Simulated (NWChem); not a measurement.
System: chloromethane (CH₃Cl); SMILES CCl

Excerpt of the output:

```
             Northwest Computational Chemistry Package (NWChem) 7.3.0
             --------------------------------------------------------

 C3V symmetry detected

                             Geometry "geometry" -> ""
                             -------------------------

 Output coordinates in angstroms (scale by  1.889725989 to convert to a.u.)

  No.       Tag          Charge          X              Y              Z
 ---- ---------------- ---------- -------------- -------------- --------------
    1 C                    6.0000    -0.00000000    -0.00000000    -1.11933977
    2 Cl                  17.0000     0.00000000    -0.00000000     0.65598323
    3 H                    1.0000     0.73298074     0.73298074    -1.47855877
    4 H                    1.0000     0.26828957    -1.00127031    -1.47855877
    5 H                    1.0000    -1.00127031     0.26828957    -1.47855877

 Effective nuclear repulsion energy (a.u.)      51.3434382480

      Symmetry information
      --------------------

 Group name             C3v
 Group number             17
 Group order               6
 No. of unique centers     3

                                 NWChem DFT Module
                                 -----------------

 Summary of "ao basis" -> "ao basis" (spherical)
 ------------------------------------------------------------------------------
       Tag                 Description            Shells   Functions and Types
 ---------------- ------------------------------  ------  ---------------------
 C                           6-31g*                  6       14   3s2p1d
 Cl                          6-31g*                  8       18   4s3p1d
 H                           6-31g*                  2        2   2s

      Symmetry analysis of basis
      --------------------------

        a1         16
        a2          0
        e          22

  Rotation of axis

            General Information
            -------------------
          SCF calculation type: DFT
          Wavefunction type:  closed shell.
          No. of atoms     :     5
          No. of electrons :    26
           Alpha electrons :    13
            Beta electrons :    13
          Charge           :     0
          Spin multiplicity:     1
          Use of symmetry is: on ; symmetry adaption is: on
          Maximum number of iterations: 150
          AO basis - number of functions:    38
                     number of shells:    20
          Convergence on energy requested:  1.00D-06
          Convergence on density requested:  1.00D-05
          Convergence on gradient requested:  5.00D-04

              XC Information
              --------------
                         SCAN Method XC Functional
                  SCAN metaGGA Exchange Functional  1.000
                        SCAN Correlation Potential  1.000

             Grid Information
             ----------------
          Grid used for XC integration:  xcoarse
          Radial quadrature: Mura-Knowles
          Angular quadrature: Lebedev.
          Tag              B.-S. Rad. Rad. Pts. Rad. Cut. Ang. Pts.
          ---              ---------- --------- --------- ---------
          C                   0.70       21           6.0       194
          Cl                  1.00       42           7.0       194
          H                   0.35       21           7.0       194
          Grid pruning is: on
          Number of quadrature shells:    84
          Spatial weights used:  Erf1

      Superposition of Atomic Density Guess
      -------------------------------------

 Sum of atomic energies:        -498.60553448

      Non-variational initial energy
      ------------------------------

 Total energy =    -499.315861
 1-e energy   =    -788.689089
 2-e energy   =     238.029790
 HOMO         =      -0.377554
 LUMO         =       0.074206

      Symmetry analysis of molecular orbitals - initial
      -------------------------------------------------

  Numbering of irreducible representations:

     1 a1          2 a2          3 e

  Orbital symmetries:

     1 a1          2 a1          3 a1          4 a1          5 e
     6 e           7 a1          8 a1          9 e          10 e
    11 a1         12 e          13 e          14 a1         15 a1
    16 e          17 e          18 a1         19 a1         20 e
    21 e          22 e          23 e

     ---------------------------------------------
      Total Density - Mulliken Population Analysis
     ---------------------------------------------

    Atom       Charge   Shell Charges
 -----------   ------   -------------------------------------------------------
    1 C    6     6.46   2.00  0.69  1.83  0.72  1.19  0.04
    2 Cl  17    17.22   2.00  2.00  5.98  1.38  3.65  0.54  1.65  0.02
    3 H    1     0.77   0.47  0.30
    4 H    1     0.77   0.47  0.30
    5 H    1     0.77   0.47  0.30

[...]

                         DFT ENERGY GRADIENTS

    atom               coordinates                        gradient
                 x          y          z           x          y          z
   1 C      -0.000000  -0.000000  -2.115245    0.000000   0.000000   0.015847
   2 Cl      0.000000  -0.000000   1.239629    0.000000   0.000000  -0.004422
   3 H       1.385133   1.385133  -2.794071    0.004022   0.004022  -0.003808
   4 H       0.506994  -1.892127  -2.794071    0.001472  -0.005495  -0.003808
   5 H      -1.892127   0.506994  -2.794071   -0.005495   0.001472  -0.003808
```

Level: SCAN/6-31G* (spherical d). The geometry was optimised at PBE0/def2-SVP.

Question: Which NWChem input produces such a log?

Answer: This is not unique; one that fits is the input that was run:
```
start job
memory heap 200 mb stack 900 mb global 1100 mb
geometry units angstroms noautoz
  C      0.000000     0.000000    -1.110906
  Cl     0.000000     0.000000     0.664417
  H      0.732981     0.732981    -1.470125
  H      0.268290    -1.001270    -1.470125
  H     -1.001270     0.268290    -1.470125
end
basis spherical
  * library 6-31g*
end
dft
  xc scan
  grid xcoarse
  iterations 150
  mulliken
end
task dft gradient
```
